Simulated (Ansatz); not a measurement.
Mulliken charges of ClF from r2SCAN/def2-TZVPP in Ansatz (PBE0-D4/def2-TZVP geometry).

```
atom  x (Å)  y (Å)   z (Å)  charge (e)
  F1  0.000  0.000  -1.065      -0.144
 Cl2  0.000  0.000   0.555       0.144
```

Q: By hand: the dipole of these point charges (1 e Å = 4.8032 D).

A: Σ q r = (0.000, 0.000, 0.233) e Å, of length 0.233 e Å = 1.12 D.

Q: How does the dipole of the full density compare? (Best estimate.)

A: The calculation gave: (0.000, 0.000, 0.165) e Å, 0.79 D; the point charges give 1.42 times that, at 0° from its direction.

Point charges leave out the atoms' own dipoles, such as those of lone pairs, and Mulliken's split depends on the basis, so the two needn't agree.
